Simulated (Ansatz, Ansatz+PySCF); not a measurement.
```xyz
7

C     0.0031   -0.0089   -1.2355
C    -0.0034    0.0006    0.2051
C     0.0073    0.0067    1.4240
H    -0.0064   -1.0258   -1.6422
H    -0.8870    0.5199   -1.6273
H     0.8828    0.5154   -1.6278
H    -0.0061    0.0076    2.4971
```

RHF-MP2 on singlet C3H4 was run in several spherical basis sets with Ansatz (development build ahead of 0.2.0). Frozen core: 3 orbitals.

Problem. Rank the basis sets by the total energy that they give, lowest first, with the distance from the lowest.
A. 6-31G(d)
B. def2-TZVP
C. cc-pVDZ
D. cc-pVTZ
E. STO-3G
F. def2-SVP

Solution. D (0.00 eV), B (0.25 eV), C (3.22 eV), A (4.15 eV), F (5.76 eV), E (47.52 eV).

Totals follow the description of the cores as much as that of the bonds, so this order isn't one of quality for chemistry.
